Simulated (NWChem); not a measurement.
The numbers come from NWChem runs, not from measurements. System: formaldehyde (CH₂O), charge 0, spin multiplicity 1, at a geometry optimised with B3LYP/def2-SVP. Level: CCSD(T)/def2-TZVP, 2 core orbitals frozen.

NWChem printed:

```
             Northwest Computational Chemistry Package (NWChem) 7.3.0
             --------------------------------------------------------

                                NWChem Input Module
                                -------------------

 Scaling coordinates for geometry "geometry" by  1.889725989
 (inverse scale =  0.529177249)

 Turning off AUTOSYM since
 SYMMETRY directive was detected!

                             Geometry "geometry" -> ""
                             -------------------------

 Output coordinates in angstroms (scale by  1.889725989 to convert to a.u.)

  No.       Tag          Charge          X              Y              Z
 ---- ---------------- ---------- -------------- -------------- --------------
    1 C                    6.0000     0.00000000     0.00000000     0.52439500
    2 O                    8.0000     0.00000000     0.00000000    -0.67529100
    3 H                    1.0000    -0.94472700     0.00000000     1.12798100
    4 H                    1.0000     0.94472700     0.00000000     1.12798100

 Effective nuclear repulsion energy (a.u.)      31.2760464565

            Nuclear Dipole moment (a.u.)
            ----------------------------
        X                 Y               Z
 ---------------- ---------------- ----------------
     0.0000000000     0.0000000000     0.0000075589

      Symmetry information
      --------------------

 Group name             C2v
 Group number             16
 Group order               4
 No. of unique centers     3

      Symmetry unique atoms

     1    2    3


 Summary of "ao basis" -> "" (spherical)
 ------------------------------------------------------------------------------
       Tag                 Description            Shells   Functions and Types
 ---------------- ------------------------------  ------  ---------------------
 *                         def2-tzvp                  on all atoms

 Summary of "ao basis" -> "ao basis" (spherical)
 ------------------------------------------------------------------------------
       Tag                 Description            Shells   Functions and Types
 ---------------- ------------------------------  ------  ---------------------
 C                         def2-tzvp                11       31   5s3p2d1f
 O                         def2-tzvp                11       31   5s3p2d1f
 H                         def2-tzvp                 4        6   3s1p

                                 NWChem SCF Module
                                 -----------------

  ao basis        = "ao basis"
  functions       =    74
  atoms           =     4
  closed shells   =     8
  open shells     =     0
  charge          =   0.00
  wavefunction    = RHF
  use symmetry    = T
  symmetry adapt  = T

 Summary of "ao basis" -> "ao basis" (spherical)
 ------------------------------------------------------------------------------
       Tag                 Description            Shells   Functions and Types
 ---------------- ------------------------------  ------  ---------------------
 C                         def2-tzvp                11       31   5s3p2d1f
 O                         def2-tzvp                11       31   5s3p2d1f
 H                         def2-tzvp                 4        6   3s1p

      Symmetry analysis of basis
      --------------------------

        a1         33
        a2          7
        b1         19
        b2         15

 Forming initial guess at       0.1s

      Superposition of Atomic Density Guess
      -------------------------------------

 Sum of atomic energies:        -113.45525385

      Non-variational initial energy
      ------------------------------

 Total energy =    -114.124475
 1-e energy   =    -216.022693
 2-e energy   =      70.622172
 HOMO         =      -0.329704
 LUMO         =      -0.043458

      Symmetry analysis of molecular orbitals - initial
      -------------------------------------------------

  Numbering of irreducible representations:

     1 a1          2 a2          3 b1          4 b2

  Orbital symmetries:

     1 a1          2 a1          3 a1          4 a1          5 b1
     6 a1          7 b2          8 b1          9 b2         10 a1
[...]
    71     -0.160783  4 H  s

 Vector    9  Occ=0.000000D+00  E= 1.105646D-01  Symmetry=b2
              MO Center= -2.2D-17,  1.7D-15,  4.3D-01, r^2= 2.4D+00
   Bfn.  Coefficient  Atom+Function         Bfn.  Coefficient  Atom+Function
  ----- ------------  ---------------      ----- ------------  ---------------
    13      0.796057  1 C  py                44     -0.514559  2 O  py
    38     -0.265264  2 O  py                 7      0.256022  1 C  py
    10      0.228765  1 C  py                41     -0.198686  2 O  py

 Vector   10  Occ=0.000000D+00  E= 1.601158D-01  Symmetry=a1
              MO Center=  7.6D-17, -2.6D-16,  1.4D+00, r^2= 4.7D+00
   Bfn.  Coefficient  Atom+Function         Bfn.  Coefficient  Atom+Function
  ----- ------------  ---------------      ----- ------------  ---------------
     5      2.497507  1 C  s                 65     -2.054281  3 H  s
    71     -2.054281  4 H  s                 14      0.762227  1 C  pz
    64      0.260017  3 H  s                 70      0.260017  4 H  s
     4      0.251172  1 C  s

 Vector   11  Occ=0.000000D+00  E= 2.164997D-01  Symmetry=a1
              MO Center= -1.3D-16,  1.7D-17,  1.8D-01, r^2= 5.0D+00
   Bfn.  Coefficient  Atom+Function         Bfn.  Coefficient  Atom+Function
  ----- ------------  ---------------      ----- ------------  ---------------
    36      3.132983  2 O  s                  5     -2.138626  1 C  s
    14      1.953292  1 C  pz                45      0.858972  2 O  pz
     4     -0.766743  1 C  s                 11      0.597694  1 C  pz
    22     -0.256757  1 C  d  0              42      0.230402  2 O  pz
    34      0.157622  2 O  s

 center of mass
 --------------
 x =   0.00000000 y =   0.00000000 z =  -0.14072648

 moments of inertia (a.u.)
 ------------------
          46.395313941441           0.000000000000           0.000000000000
           0.000000000000          52.819608559912           0.000000000000
           0.000000000000           0.000000000000           6.424294618471

  Mulliken analysis of the total density
  --------------------------------------

    Atom       Charge   Shell Charges
 -----------   ------   -------------------------------------------------------
    1 C    6     5.82   0.86  1.12  0.52  0.60  0.10  1.15  1.09  0.19  0.04  0.12  0.01
    2 O    8     8.37   0.79  1.18  0.59  0.94  0.34  1.82  1.93  0.74  0.00  0.03  0.00
    3 H    1     0.90   0.26  0.50  0.12  0.02
    4 H    1     0.90   0.26  0.50  0.12  0.02

       Multipole analysis of the density wrt the origin
       ------------------------------------------------

     L   x y z        total         open         nuclear
     -   - - -        -----         ----         -------
     0   0 0 0     -0.000000      0.000000     16.000000

     1   1 0 0      0.000000      0.000000      0.000000
     1   0 1 0     -0.000000      0.000000      0.000000
     1   0 0 1      1.091630      0.000000      0.000008

     2   2 0 0     -8.540457      0.000000      6.374415
     2   1 1 0     -0.000000      0.000000      0.000000
     2   1 0 1      0.000000      0.000000      0.000000
     2   0 2 0     -8.709815      0.000000      0.000000
     2   0 1 1      0.000000      0.000000      0.000000
     2   0 0 2     -8.965083      0.000000     28.007023

                   NWChem Extensible Many-Electron Theory Module
                   ---------------------------------------------


            General Information
            -------------------
      Number of processors :     1
         Wavefunction type : Restricted Hartree-Fock
          No. of electrons :    16
           Alpha electrons :     8
            Beta electrons :     8
           No. of orbitals :   148
            Alpha orbitals :    74
             Beta orbitals :    74
        Alpha frozen cores :     2
         Beta frozen cores :     2
     Alpha frozen virtuals :     0
      Beta frozen virtuals :     0
         Spin multiplicity : singlet
    Number of AO functions :    74
       Number of AO shells :    30
        Use of symmetry is : on
      Symmetry adaption is : on
         Schwarz screening : 0.10D-09

          Correlation Information
          -----------------------
          Calculation type : Coupled-cluster singles & doubles w/ perturbation
   Perturbative correction : (T)
            Max iterations :      100
        Residual threshold : 0.10D-05
     T(0) DIIS level shift : 0.00D+00
     L(0) DIIS level shift : 0.00D+00
     T(1) DIIS level shift : 0.00D+00
     L(1) DIIS level shift : 0.00D+00
     T(R) DIIS level shift : 0.00D+00
     T(I) DIIS level shift : 0.00D+00
   CC-T/L Amplitude update :  5-th order DIIS
                I/O scheme : Global Array Library
        L-threshold :  0.10D-05
        EOM-threshold :  0.10D-05
 no EOMCCSD initial starts read in
 TCE RESTART OPTIONS
 SLICE:      F
 D4D5:       F
 quantumc:   F
 qrotation:  F
 pwtce:      F
 qducc:      F
 nacto:                         0
 nrotv:                         0
 nrot:                          0

            Memory Information
            ------------------
          Available GA space size is     249031324 doubles
          Available MA space size is     104853708 doubles

 Maximum block size supplied by input
 Maximum block size        24 doubles

 tile_dim =     17

 -------------------------------------------------

 Global array virtual files algorithm will be used

 Parallel file system coherency ......... OK

 4-electron integrals stored in orbital form

 v2    file size   =          1620751
 4-index algorithm nr.  13 is used
 imaxsize =       30
 imaxsize ichop =        0


CCSD iterations
 ---------------------------------------------------------
 Iter          Residuum       Correlation     Cpu    Wall
 ---------------------------------------------------------
    1   0.1740526326887  -0.3881720951145     0.3     0.3
    2   0.0430983169796  -0.3896571216047     0.3     0.3
    3   0.0156401540047  -0.3981562654287     0.3     0.3
    4   0.0072442939681  -0.3986181527972     0.3     0.3
    5   0.0033944947162  -0.3994377699374     0.3     0.3
    6   0.0013638918861  -0.3997272158270     0.3     0.3
    7   0.0006820881427  -0.3997728123492     0.3     0.3
    8   0.0003553707220  -0.3997804306907     0.3     0.3
    9   0.0002151647499  -0.3997819700449     0.3     0.3
   10   0.0001234297045  -0.3997884126141     0.3     0.3
   11   0.0000194443571  -0.3997939006690     0.3     0.3
   12   0.0000067282136  -0.3997941085954     0.3     0.3
   13   0.0000035687946  -0.3997944602492     0.3     0.3
   14   0.0000017840008  -0.3997944295837     0.3     0.3
   15   0.0000010218948  -0.3997944358880     0.3     0.3
   16   0.0000002837968  -0.3997944006123     0.3     0.3
 -----------------------------------------------------------------
 Iterations converged
 CCSD correlation energy / hartree =        -0.399794400612320
 CCSD total energy / hartree       =      -114.315702452096801

 Singles contributions

 Doubles contributions
 CCSD(T)
 Using plain CCSD(T) code
             total no. of tasks          428
 total no. of tasks / no. procs          428
                         wl_min          686           3.0
                         wl_max       109242           6.9
        thresh for no. of tasks          428

 CCSD[T]  correction energy / hartree =        -0.017174244685005
 CCSD[T] correlation energy / hartree =        -0.416968645297325
 CCSD[T] total energy / hartree       =      -114.332876696781810
 CCSD(T)  correction energy / hartree =        -0.016112197359262
 CCSD(T) correlation energy / hartree =        -0.415906597971582
 CCSD(T) total energy / hartree       =      -114.331814649456064

 Task  times  cpu:       14.8s     wall:       14.8s

 Total times  cpu:       14.8s     wall:       14.8s
```

Problem. Write an NWChem input that would produce this output.

Solution. One answer among several that fit: 
```
start mol
memory heap 100 mb stack 700 mb global 1900 mb
geometry units angstroms nocenter noautoz
  C      0.000000     0.000000     0.524395
  O      0.000000     0.000000    -0.675291
  H     -0.944727     0.000000     1.127981
  H      0.944727     0.000000     1.127981
  symmetry group C2v
end
basis spherical
  * library def2-tzvp
end
scf
  rhf
  nopen 0
  maxiter 100
  thresh 1e-7
  semidirect memsize 60000000 filesize 0
end
tce
  freeze core 2
  ccsd(t)
  2eorb
  2emet 13
  thresh 1e-6
  maxiter 100
  tilesize 24
end
task tce energy
```
